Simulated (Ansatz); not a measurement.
# SiNH₂ (doublet): from Hartree-Fock to the top rungs, def2-QZVPP

An exercise on one series of results from a longer session: the logs are not shown, and one member is left open.

Method: def2-QZVPP, core rule «outside noble gas», up to 6 orbitals frozen; program: Ansatz 0.2.0, Gaussian basis.

To be run: UHF; ROHF; CCSD(T) on UHF.

2 further runs of the same task are left out: 2 set aside as unsound or not needed. Runs told in other sessions of the task aren't counted.

### The geometry

The geometry is a PBE0/def2-TZVP stationary point (not a proven minimum).

4 atoms, charge 0, spin multiplicity 2.

Atoms are counted from 1 here; the program's logs count them from 0.

Bond lengths: Si1–N2 1.705 Å, N2–H3 1.010 Å, N2–H4 1.010 Å. Angles: Si1–N2–H3 124.3°, Si1–N2–H4 124.3°, H3–N2–H4 111.4°.

Set-up of the first run:

Contents of in.yaml:

```yaml
crystal:
  periodic: [false, false, false]
  atoms:
    - {symbol: Si, position_ang: [0.000000, 0.000000, 0.645532]}
    - {symbol: N, position_ang: [0.000000, 0.000000, -1.059936]}
    - {symbol: H, position_ang: [0.000000, 0.834992, -1.628999]}
    - {symbol: H, position_ang: [0.000000, -0.834993, -1.628999]}
basis:
  gaussian: {orbitals: "def2-QZVPP.json"}
magnetization: {spin_polarized: true, initial_magnetization: 1}
hamiltonian: {xc: hf}
output: {orbitals: {seedname: orbitals}}
```

On the command line:

```sh
> ansatz run in.yaml --threads 1 --pin off --events-out ev --progress --plain --max-ram 2393MiB
```

Among the steps run: UHF; ROHF; CCSD(T) on UHF.

One table of the session follows, with a row left open; its other results are not shown here.

```
  method  from UCCSD(T) (kcal/mol)
    ROHF                   +223.23
     UHF                   +219.72
    UMP2                         ?
   UCCSD                     +9.23
UCCSD(T)                         0
```

Estimate the missing values for UMP2.

The run gave: from UCCSD(T) (kcal/mol): +20.95. In the column «from UCCSD(T) (kcal/mol)» it lies between UCCSD (+9.23) and UHF (+219.72).
